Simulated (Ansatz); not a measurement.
Debugging vertical and adiabatic energies of changing the electron count of O2S, SMILES O=S=O (the Python package of Ansatz (0.2.0)).

`adiabatic.py`
```python
# -*- coding: utf-8 -*-
"""How O2S relaxes after losing an electron."""

import itertools

import ansatz as az
from ase.data import atomic_numbers, covalent_radii
import numpy as np

config = {
    "basis": "def2-SVP",
    "functional": "cam_b3lyp",
    "charge": 1,
}

geometry_ang = [
    ("O", [-0.9702, 0.6297, -0.4591]),
    ("S", [0.28, 0.3714, 0.1941]),
    ("O", [0.6902, -1.0011, 0.265]),
]
o2s = az.Crystal.molecule()
for symbol, xyz in geometry_ang:
    o2s = o2s.atom(symbol, xyz)

job = (
    o2s.calculation()
    .basis(gaussian=config["basis"])
    .functional(config["functional"])
)
symbols = [site.symbol for site in o2s.cartesian_sites]
start = np.array([site.position_ang for site in o2s.cartesian_sites], dtype=float)
rep = job.relax(force_tolerance=0.01, max_steps=30).run(threads=1, backend="cpu").report
end = np.array(rep["positions_ang"])

minimum = az.Crystal.molecule()
for symbol, place in zip(symbols, end):
    minimum = minimum.atom(symbol, place.tolist())
ion = (
    minimum.calculation()
    .basis(gaussian=config["basis"])
    .functional(config["functional"])
    .charge(config["charge"])
    .spin("collinear", total=1)
)
vertical = ion.run(threads=1, backend="cpu").report()
settled = ion.relax(force_tolerance=0.01, max_steps=80).run(threads=1, backend="cpu").report
print(f"vertical ionisation energy   {vertical['free_energy_ev'] - rep['free_energy_ev']:.3f} eV")
print(f"adiabatic, no zero point     {settled['free_energy_ev'] - rep['free_energy_ev']:.3f} eV")
print(f"relaxation energy of the ion {vertical['free_energy_ev'] - settled['free_energy_ev']:.3f} eV")
ionised = np.array(settled["positions_ang"])
# pairs closer than 1.2 times the sum of covalent radii, before or after
radius = [covalent_radii[atomic_numbers[s]] for s in symbols]
span = lambda where, i, j: np.linalg.norm(where[i] - where[j])
bonded = [(i, j) for i, j in itertools.combinations(range(len(symbols)), 2) if min(span(end, i, j), span(ionised, i, j)) < 1.2 * (radius[i] + radius[j])]
print("pair        before    after (A)")
for i, j in bonded:
    print(f"{symbols[i]}{i}-{symbols[j]}{j}".ljust(10), f"{span(end, i, j):8.4f} {span(ionised, i, j):8.4f}")
```

Running `python adiabatic.py` prints:
```text
Traceback (most recent call last):
  File "adiabatic.py", line 45, in <module>
    vertical = ion.run(threads=1, backend="cpu").report()
TypeError: 'dict' object is not callable
```

What is wrong, and how is it mended?

The fault: report is a dict, not a method. Mended:

```diff
--- before
+++ after
@@ -31,3 +31,3 @@
 start = np.array([site.position_ang for site in o2s.cartesian_sites], dtype=float)
-rep = job.relax(force_tolerance=0.01, max_steps=30).run(threads=1, backend="cpu").report
+rep = job.relax(force_tolerance=0.01, max_steps=100).run(threads=1, backend="cpu").report
 end = np.array(rep["positions_ang"])
@@ -44,3 +44,3 @@
 )
-vertical = ion.run(threads=1, backend="cpu").report()
+vertical = ion.run(threads=1, backend="cpu").report
 settled = ion.relax(force_tolerance=0.01, max_steps=80).run(threads=1, backend="cpu").report
```

With that change:

Output of `python adiabatic.py`:
```text
vertical ionisation energy   12.393 eV
adiabatic, no zero point     12.247 eV
relaxation energy of the ion 0.146 eV
pair        before    after (A)
O0-S1        1.4507   1.4387
S1-O2        1.4507   1.4387
```

The energies are electronic: no zero-point or thermal terms, and the basis set is short of its limit. The product may relax into another structure. The relaxation finds the nearest minimum, so the adiabatic value is an upper bound. Wall time of the script: 9.2 s on 1 thread of Intel(R) Xeon(R) 6975P-C (Granite Rapids), on a shared host, peak memory 0.2 GiB.

(A comment or docstring line of the script was reworded after the run, the code is as it ran; lines on the test bed's own set-up are left out of the output.)
